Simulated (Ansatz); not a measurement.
# AlH3 (singlet): wave-function methods side by side at distance Al1–H3 = 1.725 Å, cc-pVDZ

How much of the correlation energy of AlH3 (singlet) does each wave-function method recover here?

Computed with Ansatz 0.2.0, Gaussian basis. Level: cc-pVDZ, core rule «outside noble gas», up to 5 orbitals frozen.

Plan: UHF; CCSD(T) on RHF; BCCD(T) on RHF; CISD; CCSDT(Q) on RHF; CCSDTQ on RHF; CASSCF and MRCISD+Q, 2 electrons in 2 orbitals; CASSCF and NEVPT2, 2 electrons in 2 orbitals; CASSCF and MRCISD+Q, 6 electrons in 7 orbitals; CASSCF and MRCISD+Q(relaxed), 6 electrons in 7 orbitals; CASSCF and NEVPT2, 6 electrons in 7 orbitals; Full CI.

21 further runs of the same task are left out: 9 for a known fault of the program, 9 that didn't finish, 3 set aside as unsound or not needed.

## (1) What is computed

The geometry derives from a PBE0/def2-TZVP stationary point (not a proven minimum). One bond is set to the value named and the two fragments are kept rigid.

4 atoms, charge 0, spin multiplicity 1.

Atoms are counted from 1 here; the program's logs count them from 0.

Bond lengths: Al1–H2 1.586 Å, Al1–H3 1.725 Å, Al1–H4 1.586 Å. Angles: H2–Al1–H3 120.0°, H2–Al1–H4 120.0°, H3–Al1–H4 120.0°.

## (2) UHF

in.yaml reads:

```yaml
crystal:
  periodic: [false, false, false]
  atoms:
    - {symbol: Al, position_ang: [0.002376, -0.004026, 0.000008]}
    - {symbol: H, position_ang: [1.588151, 0.011026, -0.000075]}
    - {symbol: H, position_ang: [-0.874265, 1.481611, -0.003027]}
    - {symbol: H, position_ang: [-0.777477, -1.384871, 0.002881]}
basis:
  gaussian: {orbitals: cc-pVDZ}
magnetization: {spin_polarized: true, initial_magnetization: 0}
hamiltonian: {xc: hf}
output: {orbitals: {seedname: orbitals}}
```

On the command line:

```sh
> ansatz run in.yaml --threads 1 --pin off --events-out ev --progress --plain --max-ram 2393MiB
```

Further steps of the session: CCSD(T) on RHF; BCCD(T) on RHF; CISD; CCSDT(Q) on RHF; CCSDTQ on RHF; CASSCF and MRCISD+Q, 2 electrons in 2 orbitals; CASSCF and NEVPT2, 2 electrons in 2 orbitals; CASSCF and MRCISD+Q, 6 electrons in 7 orbitals; CASSCF and MRCISD+Q(relaxed), 6 electrons in 7 orbitals; CASSCF and NEVPT2, 6 electrons in 7 orbitals; Full CI.

Before running them: what should the planned runs give, taken together? Wanted: FCI below the RHF energy; RMP2 from FCI; RCCSD from FCI; RCCSD(T) from FCI; RCCSDT(Q) from FCI; NEVPT2 pair from FCI; MRCISD+Q pair from FCI; NEVPT2 valence from FCI; T1 diagnostic.

As calculated:

| quantity | value |
| --- | --- |
| FCI below the RHF energy | -2.8037 eV |
| RMP2 from FCI | +16.44 kcal/mol |
| RCCSD from FCI | +1.02 kcal/mol |
| RCCSD(T) from FCI | +0.28 kcal/mol |
| RCCSDT(Q) from FCI | +0.01 kcal/mol |
| NEVPT2 pair from FCI | +15.69 kcal/mol |
| MRCISD+Q pair from FCI | -0.51 kcal/mol |
| NEVPT2 valence from FCI | +12.21 kcal/mol |
| levels within 1 kcal/mol (43 meV) | RCCSD(T), BCCD(T), RCCSDT, RCCSDT(Q), RCCSDTQ, MRCISD+Q pair, MRCISD+Q valence, MRCISD+Q(relaxed) valence |
| T1 diagnostic | 0.009 |
| effectively unpaired electrons | 0.03 |

RCCSD(T) misses by +0.28 kcal/mol, 0.4 % of the correlation energy. MRCISD+Q pair, MRCISD+Q(relaxed) valence fall below full CI: the +Q correction isn't variational, and the cores differ from full CI's. One determinant dominates. Of the multireference levels listed MRCISD+Q valence comes nearest in total energy (+0.02 kcal/mol), which doesn't show that its space is the better one. These misses are within one basis, not against nature.
